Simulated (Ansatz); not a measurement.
Rutile MnF2

Level of theory: PBEsol (plane waves, PAW; Ansatz, a first-principles code).

Settings: plane-wave cutoff 500 eV, 8×8×12 k mesh (along the axes of the cell as run), Fermi–Dirac smearing 0.05 eV, spin-polarised with opposed moments, scalar-relativistic PAW data made under PBE.

Cell: relaxed at this level.

```yaml
volume_per_atom: 12.85 Å³/atom
magnetic moment (largest site, within a sphere): 4.10 μB
band_gap: 2.04 eV (on the SCF k mesh)
```

Measured, for comparison: band gap 9.9 eV (temperature not stated, not corrected to a static lattice, the source doubts the polymorph; as tabulated in Das and Bazhirov (2019), arXiv:1808.05325). Computed (rounded) less measured: band gap not scored (a reference that its source doubts or gives as a wide range).

Moments are spin moments.
